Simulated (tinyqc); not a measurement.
Inside a calculation. Method: MP2 on RHF in the sto-3g basis, for H2O, spin multiplicity 1. One step of it, computed by the program tinyqc.

Question. Second-order Moller-Plesset energy. E2 = sum_ijab (ia|jb) [2 (ia|jb) - (ib|ja)] / (e_i + e_j - e_a - e_b) over occupied i, j and virtual a, b; the opposite-spin part is (ia|jb)^2 / denominator, the rest is same-spin, and SCS-MP2 scales them by 6/5 and 1/3.

orbital energies (hartree): MO1 -20.270520, MO2 -1.193263, MO3 -0.525422, MO4 -0.427902, MO5 -0.387761, MO6 0.434676, MO7 0.539920

Two-electron integrals over orbitals (pq|rs), unique and non-zero (hartree):
```
(11|11) 4.747301    (21|11) -0.432955   (21|21) 0.062335    (22|11) 1.026886
(22|21) -0.015908   (22|22) 0.725529    (31|31) 0.010503    (32|31) 0.016554
(32|32) 0.126263    (33|11) 0.750767    (33|21) -0.004781   (33|22) 0.606298
(33|33) 0.581756    (41|11) 0.157464    (41|21) -0.021135   (41|22) 0.011407
(41|33) 0.005226    (41|41) 0.023127    (42|11) -0.148760   (42|21) 0.007653
(42|22) -0.030830   (42|33) 0.003502    (42|41) 0.018466    (42|42) 0.129964
(43|31) -0.002252   (43|32) 0.029413    (43|43) 0.058265    (44|11) 0.917000
(44|21) -0.010722   (44|22) 0.655981    (44|33) 0.556305    (44|41) -0.008130
(44|42) -0.089557   (44|44) 0.682465    (51|51) 0.025946    (52|51) 0.033472
(52|52) 0.152359    (53|53) 0.025739    (54|51) -0.011320   (54|52) -0.042531
(54|54) 0.046123    (55|11) 1.115362    (55|21) -0.012280   (55|22) 0.757701
(55|33) 0.593392    (55|41) 0.004441    (55|42) -0.081009   (55|44) 0.680031
(55|55) 0.880159    (61|11) -0.186369   (61|21) 0.028423    (61|22) -0.002485
(61|33) 0.000623    (61|41) 0.003920    (61|42) 0.020734    (61|44) -0.014614
(61|55) -0.005115   (61|61) 0.024497    (62|11) 0.253363    (62|21) -0.005955
(62|22) 0.126593    (62|33) 0.062707    (62|41) 0.018297    (62|42) 0.036198
(62|44) 0.057365    (62|55) 0.135324    (62|61) 0.010741    (62|62) 0.092679
(63|31) 0.002410    (63|32) -0.036564   (63|43) -0.040757   (63|63) 0.076658
(64|11) 0.282869    (64|21) -0.003861   (64|22) 0.136825    (64|33) 0.049803
(64|41) 0.001013    (64|42) -0.051337   (64|44) 0.133093    (64|55) 0.158280
(64|61) -0.002060   (64|62) 0.058964    (64|64) 0.105175    (65|51) 0.012383
(65|52) 0.048967    (65|54) 0.007421    (65|65) 0.033261    (66|11) 0.772806
(66|21) -0.007505   (66|22) 0.586549    (66|33) 0.540982    (66|41) 0.016797
(66|42) 0.044744    (66|44) 0.540318    (66|55) 0.572927    (66|61) 0.008651
(66|62) 0.089135    (66|64) 0.055477    (66|66) 0.573965    (71|31) 0.014114
(71|32) 0.021312    (71|43) -0.003055   (71|63) 0.002732    (71|71) 0.018993
(72|31) 0.015029    (72|32) 0.058188    (72|43) -0.028526   (72|63) 0.028012
(72|71) 0.019372    (72|72) 0.070008    (73|11) 0.373437    (73|21) -0.006912
(73|22) 0.172138    (73|33) 0.088316    (73|41) -0.000162   (73|42) -0.076515
(73|44) 0.138355    (73|55) 0.206518    (73|61) -0.005350   (73|62) 0.065470
(73|64) 0.106998    (73|66) 0.046209    (73|73) 0.162004    (74|31) -0.007770
(74|32) -0.070210   (74|43) -0.017740   (74|63) 0.057474    (74|71) -0.010498
(74|72) -0.017222   (74|74) 0.071403    (75|53) 0.023922    (75|75) 0.025270
(76|31) 0.007166    (76|32) 0.082109    (76|43) 0.065864    (76|63) -0.067533
(76|71) 0.009476    (76|72) -0.002540   (76|74) -0.060956   (76|76) 0.111712
(77|11) 0.830418    (77|21) -0.008817   (77|22) 0.604206    (77|33) 0.573648
(77|41) 0.003539    (77|42) -0.019415   (77|44) 0.570357    (77|55) 0.604529
(77|61) -0.003340   (77|62) 0.058729    (77|64) 0.054191    (77|66) 0.543277
(77|73) 0.097151    (77|77) 0.588960
```

Hartree-Fock energy = -74.91863989 hartree

Give: Terms; Pair energies; MP2 correlation energy; SCS-MP2 correlation energy; MP2 total energy.

Answer.

Terms:
```
i  j  a  b    (ia|jb)    (ib|ja)  denominator       term
3  3  7  7      0.162      0.162       -2.131     -0.012
4  3  6  7      0.107      0.057       -1.928     -0.009
3  4  7  6      0.107      0.057       -1.928     -0.009
4  4  6  6      0.105      0.105       -1.725     -0.006
3  3  6  6      0.077      0.077       -1.920  -3.06e-03
2  2  6  6      0.093      0.093       -3.256  -2.64e-03
4  4  7  7      0.071      0.071       -1.936  -2.63e-03
3  2  7  6      0.065      0.028       -2.693  -2.50e-03
2  3  6  7      0.065      0.028       -2.693  -2.50e-03
2  2  7  7      0.070      0.070       -3.466  -1.41e-03
4  2  6  6      0.059      0.059       -2.491  -1.40e-03
2  4  6  6      0.059      0.059       -2.491  -1.40e-03
5  5  6  6      0.033      0.033       -1.645  -6.73e-04
5  5  7  7      0.025      0.025       -1.855  -3.44e-04
3  4  6  7      0.057      0.107       -1.928  -2.37e-04
4  3  7  6      0.057      0.107       -1.928  -2.37e-04
2  4  7  7     -0.017     -0.017       -2.701  -1.10e-04
4  2  7  7     -0.017     -0.017       -2.701  -1.10e-04
3  2  6  7      0.028      0.065       -2.693   9.82e-05
2  3  7  6      0.028      0.065       -2.693   9.82e-05
1  2  7  7      0.019      0.019      -22.544  -1.66e-05
2  1  7  7      0.019      0.019      -22.544  -1.66e-05
1  1  6  6      0.024      0.024      -41.410  -1.45e-05
1  1  7  7      0.019      0.019      -41.621  -8.67e-06
1  2  6  6      0.011      0.011      -22.333  -5.17e-06
2  1  6  6      0.011      0.011      -22.333  -5.17e-06
4  1  7  7     -0.010     -0.010      -21.778  -5.06e-06
1  4  7  7     -0.010     -0.010      -21.778  -5.06e-06
3  1  7  6     -0.005   2.73e-03      -21.771  -3.30e-06
1  3  6  7     -0.005   2.73e-03      -21.771  -3.30e-06
1  3  7  6   2.73e-03     -0.005      -21.771  -1.36e-06
3  1  6  7   2.73e-03     -0.005      -21.771  -1.36e-06
1  4  6  6  -2.06e-03  -2.06e-03      -21.568  -1.97e-07
4  1  6  6  -2.06e-03  -2.06e-03      -21.568  -1.97e-07
```

Pair energies (hartree; pair i-j sums ij and ji):
```
pair  opposite spin  same spin
1-1       -2.32e-05      0.000
2-1       -4.36e-05      0.000
2-2       -4.05e-03      0.000
3-1       -3.32e-06  -6.00e-06
3-2       -3.77e-03  -1.04e-03
3-3          -0.015      0.000
4-1       -1.05e-05      0.000
4-2       -3.01e-03      0.000
4-3          -0.015  -2.54e-03
4-4          -0.009      0.000
5-5       -1.02e-03      0.000
```

MP2 correlation energy = -0.05525 hartree

SCS-MP2 correlation energy = -0.06318 hartree

MP2 total energy = -74.97389 hartree
